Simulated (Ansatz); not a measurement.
Input for Ansatz (development build ahead of 0.2.0):

```yaml
crystal:
  periodic: [false, false, false]
  atoms:
    - { symbol: C, position_ang: [0.64677, 0.62788, 0.75249] }
    - { symbol: C, position_ang: [-0.15831, -0.1635, -0.1842] }
    - { symbol: "N", position_ang: [-0.78381, -0.7742, -0.9052] }
    - { symbol: H, position_ang: [0.98356, 1.54363, 0.26977] }
    - { symbol: H, position_ang: [0.04812, 0.88389, 1.62489] }
    - { symbol: H, position_ang: [1.51431, 0.05269, 1.07064] }
basis:
  gaussian: { orbitals: def2-SVP }
magnetization:
  spin_polarized: true
  initial_magnetization: 2
hamiltonian:
  xc: pbe0
output:
  forces: true
```

The input is written out in the form of the current development build from the run's settings.

The run gave:

| Item | Value |
| --- | --- |
| Converged | yes |
| Total energy | -132.23211 hartree |
| Spin squared of the determinant | 2.006 |
| Stability test | minimum |

Forces (eV/Å):
```
atom       Fx       Fy       Fz
  C1   -1.460   -1.441   -1.406
  C2   11.208   10.973   13.544
  N3  -10.839  -10.587  -12.637
  H4    0.628    1.017   -0.057
  H5   -0.235    0.167    0.310
  H6    0.697   -0.129    0.245
```

Caution: another spin multiplicity may lie lower; the determinant breaks the point group.
